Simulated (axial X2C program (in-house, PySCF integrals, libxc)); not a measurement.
Outer orbitals of BC⁺ at 1.433 Å, HF

Computed with an axial X2C code built on PySCF integrals. Spin-free means the one-electron spin-free X2C Hamiltonian; two-component (2c) means X2C with spin–orbit coupling and atomic mean-field two-electron Coulomb and Gaunt terms, so the difference of the two also holds small scalar two-electron terms. Basis: C dyall-v3z [7s6p2d1f], B dyall-v3z [7s6p2d1f] (cores contracted in-house); Gaussian nuclei, density fitting, unrestricted open shells. Masses: C 12.000 u, B 11.009 u.

The distance is close to the 2c PBE0 minimum; the highest filled and lowest empty levels are listed.

Spin-free orbitals, state M_S = 2, Λ = 0 (beyond evenly filled blocks: 2 × σα, π+α, π-α) (Löwdin shares):

| symmetry | occupied | ε (eV) | atomic character |
| --- | --- | --- | --- |
| σβ | yes | -28.92 | 37% C s, 24% B s, 20% B p |
| σα | yes | -25.56 | 62% C p, 18% B s, 12% C s |
| σα | yes | -21.59 | 52% B p, 28% B s, 16% C p |
| π-α | yes | -21.47 | 70% C p, 23% B p, 5% B d |
| π+α | yes | -21.47 | 70% C p, 23% B p, 5% B d |
| σβ | no | -7.49 | 29% B p, 29% C p, 26% B s |
| π-β | no | -6.81 | 54% B p, 42% C p |
| π+β | no | -6.81 | 54% B p, 42% C p |
| π-α | no | -5.62 | 66% B p, 16% C p, 8% B d |
| π+α | no | -5.62 | 66% B p, 16% C p, 8% B d |

Spinors with spin–orbit coupling (state Ω = 2):

| ω | occupied | ε (eV) | atomic character | λ mixture |
| --- | --- | --- | --- | --- |
| -1/2 | yes | -28.92 | 37% C s, 24% B s, 20% B p | 100% σ |
| 1/2 | yes | -25.56 | 62% C p, 18% B s, 12% C s | 100% σ |
| 1/2 | yes | -21.59 | 52% B p, 28% B s, 16% C p | 100% σ |
| -1/2 | yes | -21.47 | 70% C p, 23% B p, 5% B d | 100% π |
| 3/2 | yes | -21.47 | 70% C p, 23% B p, 5% B d | 100% π |
| -1/2 | no | -7.49 | 29% B p, 29% C p, 26% B s | 100% σ |
| 1/2 | no | -6.81 | 54% B p, 42% C p | 100% π |
| -3/2 | no | -6.81 | 54% B p, 42% C p | 100% π |
| -1/2 | no | -5.62 | 66% B p, 16% C p, 8% B d | 100% π |
| 3/2 | no | -5.62 | 66% B p, 16% C p, 8% B d | 100% π |

Mulliken charges and populations of the two-component result (they depend on the basis, above all on diffuse functions):

C 0.35 e (s 3.29 p 2.34 d 0.02), B 0.65 e (s 3.10 p 1.18 d 0.07 f 0.01). ⟨Lz⟩ = 0.00 ħ and ⟨Sz⟩ = 2.00 ħ (1.28 and 0.72 on the two atoms), which add up to Ω.

One determinant describes the state; a PBE0 search over occupations chose it and may have missed a lower one. Other states lie close and PBE0, whose exact exchange favours high spin, may order them wrongly; the determinant shown need not be the ground state. The nearest other spin-free determinant of the search, M_S = 1, Λ = 0, lies 0.71 eV up at the distance of the search. The spin of this state cannot come from the lowest atoms; the curve heads to a higher limit, and no De is given. With several unpaired electrons one determinant need not be a pure state. Open-shell Ω = 0 determinants with evenly filled partner blocks cannot be reached by this program, so the Ω shown need not be the lowest component.
